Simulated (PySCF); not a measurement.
## tert-butyl methyl sulfide (CC(SC)(C)C, C5H12S)

Molfile (atoms numbered from 1):
```
C5H12S
     RDKit          3D

 18 17  0  0  0  0  0  0  0  0999 V2000
    2.5314    0.1750   -0.0180 C   0  0  0  0  0  0  0  0  0  0  0  0
    1.0613    0.5258    0.9636 S   0  0  0  0  0  0  0  0  0  0  0  0
   -0.3225    0.0406   -0.1583 C   0  0  0  0  0  0  0  0  0  0  0  0
   -0.2472   -1.4448   -0.4939 C   0  0  0  0  0  0  0  0  0  0  0  0
   -1.5769    0.3338    0.6622 C   0  0  0  0  0  0  0  0  0  0  0  0
   -0.3106    0.8893   -1.4250 C   0  0  0  0  0  0  0  0  0  0  0  0
    2.6208   -0.8914   -0.2730 H   0  0  0  0  0  0  0  0  0  0  0  0
    2.5778    0.7810   -0.9350 H   0  0  0  0  0  0  0  0  0  0  0  0
    3.3876    0.4476    0.6150 H   0  0  0  0  0  0  0  0  0  0  0  0
   -1.1219   -1.7422   -1.0964 H   0  0  0  0  0  0  0  0  0  0  0  0
    0.6512   -1.6853   -1.0823 H   0  0  0  0  0  0  0  0  0  0  0  0
   -0.2321   -2.0541    0.4215 H   0  0  0  0  0  0  0  0  0  0  0  0
   -2.4752    0.0768    0.0786 H   0  0  0  0  0  0  0  0  0  0  0  0
   -1.5902   -0.2566    1.5910 H   0  0  0  0  0  0  0  0  0  0  0  0
   -1.6351    1.3997    0.9307 H   0  0  0  0  0  0  0  0  0  0  0  0
    0.5865    0.7012   -2.0340 H   0  0  0  0  0  0  0  0  0  0  0  0
   -0.3415    1.9610   -1.1801 H   0  0  0  0  0  0  0  0  0  0  0  0
   -1.1867    0.6491   -2.0504 H   0  0  0  0  0  0  0  0  0  0  0  0
  1  2  1  0
  2  3  1  0
  3  4  1  0
  3  5  1  0
  3  6  1  0
  1  7  1  0
  1  8  1  0
  1  9  1  0
  4 10  1  0
  4 11  1  0
  4 12  1  0
  5 13  1  0
  5 14  1  0
  5 15  1  0
  6 16  1  0
  6 17  1  0
  6 18  1  0
M  END
```

Method: quadratic response CAM-B3LYP/aug-cc-pVDZ first hyperpolarisability, Taylor convention, gas phase (PySCF 2.14.0). Geometry: PBE0-D3(BJ)/def2-SVP.

Q: Give the tensor of the static β(0;0,0) in the axes of these coordinates.

A: In au, Taylor convention; rows are the first index (the induced dipole):
```
      xx     yy     zz     xy     xz     yz
x   +5.6  +19.0   +7.7  +12.2  +33.0   -2.1
y  +12.2  -54.8  +17.0  +19.0   -2.1  -37.3
z  +33.0  -37.3  -62.1   -2.1   +7.7  +17.0
```
Norm of βᵢ = ⅓ Σⱼ (βᵢⱼⱼ + βⱼᵢⱼ + βⱼⱼᵢ): 78.1 au, hyper-Rayleigh value 45.6 au.
